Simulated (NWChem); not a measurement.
# CHO cation

```xyz
3

C      0.0000     0.0000    -0.5086
O      0.0000     0.0000     0.5958
H      0.0000     0.0000    -1.6198
```
Atoms are numbered in this order, from 1.

All runs: NWChem. Pople sets run with spherical d functions. STO-3G and 3-21G are far too small for this property and stand as cheap habits. The geometry was optimised at PBE0/def2-SVP. Field at 589 nm.

| level | isotropic polarisability (bohr³) | anisotropy (bohr³) |
|---|---|---|
| B3LYP/STO-3G | 5.1 | 7.1 |
| B3LYP/6-31G* | 8.3 | 7.6 |
| B3LYP/def2-SVP | 8.2 | 7.6 |
| B3LYP/def2-SVPD | 9.8 | 6.3 |
| B3LYP/aug-cc-pVDZ | 9.9 | 6.4 |
| B3LYP/def2-TZVPD | 9.9 | 6.3 |
